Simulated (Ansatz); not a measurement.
**H3Ge–GeH3, singlet in cc-pVDZ: errors against RCCSDT(Q)**

Geometry: displaced at random from a stationary point.

```xyz
8

Ge   -1.2099    0.0032    0.0069
Ge    1.2109   -0.0042   -0.0042
H    -1.7030    1.4857   -0.0385
H    -1.7979   -0.7463    1.2270
H    -1.8403   -0.7157   -1.3209
H     1.7176   -1.4439   -0.0397
H     1.7556    0.7743    1.2285
H     1.7937    0.7204   -1.2487
```

Basis cc-pVDZ; Ansatz 0.2.0. Correlated methods freeze the noble-gas cores and the filled d shells of p-block atoms, which leaves 14 electrons in 56 orbitals. Prefix R: restricted or restricted open-shell reference. Active spaces: frontier = (8e, 8o) about the gap. No spin–orbit coupling is included, and no scalar relativity.

Full CI isn't at hand for all of this; RCCSDT(Q) serves as the reference, and is uncertain by about the last step of the cluster series.

```
UHF ⟨S²⟩                          : 0.000
T1 diagnostic (RCCSD)             : 0.0110
largest doubles amplitude (RCCSD) : 0.036
```

Task: From what is known of these methods and the diagnostics, rank them by the size of their error in total energy against RCCSDT(Q) in cc-pVDZ, smallest first (an estimate: the text doesn't fix the numbers).
A. RHF
B. RMP2
C. RCCSDT
D. CASSCF (frontier space)
E. BCCD(T)

Result: C (0.6 kJ/mol), E (3.4 kJ/mol), B (149.4 kJ/mol), D (533.8 kJ/mol), A (689.7 kJ/mol).

All errors are against RCCSDT(Q) in cc-pVDZ. Within each family the higher level lies nearer, as is usual though not guaranteed.
